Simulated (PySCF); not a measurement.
## Which basis set comes closest?

Molecule: `C#C`, C2H2.

Numbering as in the mapped SMILES `[CH:1]#[CH:2]`. Hydrogens are named by the atom that carries them.

Geometry PBE0-D3(BJ)/def2-SVP throughout; GIAO in PySCF, gas phase, one conformer, non-relativistic; equivalent atoms averaged; functional PBE0.

Reference values (CCSD(T)/pz3d2f; gas (isolated, no vibration); A. A. Auer, PhD thesis, Mainz 2002 (Auer, Gauss, Stanton, JCP 2003, 118, 10407)): σ(C1/C2) = 123.3 ppm.

Problem. How do the basis sets STO-3G, 6-31G, pcSseg-0, 6-31G*, def2-SVP, cc-pVDZ, pcSseg-1, aug-cc-pVDZ, 6-311+G(2d,p), def2-TZVP, cc-pVTZ, IGLO-III, pcSseg-2, pcSseg-3 perform against the reference? Times are CPU seconds on shared hosts with different chips, so compare them loosely.

Solution. 
```csv
basis set,functions,C1/C2,abs. error C,core-s
STO-3G,12,172.8,49.5,0.45
6-31G,22,130.8,7.5,0.86
pcSseg-0,22,111.5,11.8,0.9
6-31G*,32,129.5,6.2,1
def2-SVP,38,124.9,1.6,1
cc-pVDZ,38,127.7,4.4,1.2
pcSseg-1,44,109.1,14.2,1.8
aug-cc-pVDZ,64,128.0,4.7,1.5
"6-311+G(2d,p)",66,112.6,10.7,1.5
def2-TZVP,74,113.0,10.3,1.7
cc-pVTZ,88,113.7,9.6,2.1
IGLO-III,90,108.2,15.1,2
pcSseg-2,100,107.5,15.8,1.9
pcSseg-3,210,107.2,16.1,7.4
```

For 13C the closest is def2-SVP (1.6 ppm) and the furthest STO-3G (49.5 ppm). Where a smaller basis beats a larger one, errors probably cancel; the largest sets show where the functional converges. One molecule is a small sample, and the reference may use another geometry.

A small basis that lands close on one nucleus may do so by chance; judge by the trend and by all nuclei.
